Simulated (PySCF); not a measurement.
A barrier at the coupled-cluster level

Start structure (SiNH$_{7}$O, closed shell), relaxed at PBE0-D4/def2-TZVP:

Si1  (-0.222, -0.180, 0.397)
H2  (1.042, -0.825, -0.043)
H3  (-1.324, -0.630, -0.498)
H4  (-0.126, 1.301, 0.336)
N5  (-0.418, -0.582, 2.066)
H6  (1.308, 0.219, -2.549)
O7  (0.493, 0.717, -2.452)
H8  (-1.120, -0.100, 2.605)
H9  (-0.370, -1.549, 2.346)
H10  (0.768, 1.615, -2.254)
(Å)

The step: SiNH₅ ([NH2][SiH3]) + H₂O → SiNH₅O ([NH2][SiH2][OH]) + H₂; bonds formed: Si1–O7, H2–H6; bonds broken: Si1–H2, H6–O7. PySCF 2.14 with density fitting (its default auxiliary sets; JK sets also for MP2 and CCSD(T)); basis: def2-TZVPP and def2-QZVPP; cores frozen in the correlated methods. Extrapolation: Hartree–Fock as exp(−7.88 √X), correlation as X^−2.97. Energies below are by CCSD(T) at an estimated basis limit (MP2 extrapolated from triple and quadruple zeta, plus CCSD(T) − MP2 in triple zeta).

Task: What are the electronic barrier and the energy of the step, from the start structure to the end structure? (Judge from chemistry; the value comes from the calculation.)

Result: By the calculation: Barrier 33.73 kcal/mol; step energy -20.26 kcal/mol (downhill); reverse barrier, their difference, 53.99 kcal/mol. Barrier and step energy count from the start structure, the reverse barrier from the end structure.

The saddle point: One imaginary mode of 1084i cm⁻¹.
```
  pair  start (Å)  saddle (Å)  end (Å)
Si1–O7       3.07        1.87     1.65
 H2–H6       2.73        1.18     0.75
Si1–H2       1.49        1.75     3.88
 H6–O7       0.96        1.11     2.70
```

Zero-point energy (harmonic, PBE0-D4): ZPE is 46.00 kcal/mol at the start and 45.57 kcal/mol at the saddle, so the barrier goes from 33.73 to 33.30 kcal/mol.

The T1 diagnostic stays at or below 0.012.

Labels in which every atom is bracketed show which atoms are joined, not bond orders.

For scale, one of the runs: CCSD(T)/def2-TZVPP, 202 basis functions, launched by `OMP_NUM_THREADS=4 python run.py`. Time: 5.9 min of wall clock on 4 CPU threads of an Arm Neoverse V2; the host was shared. Peak host memory: 2.5 GiB.
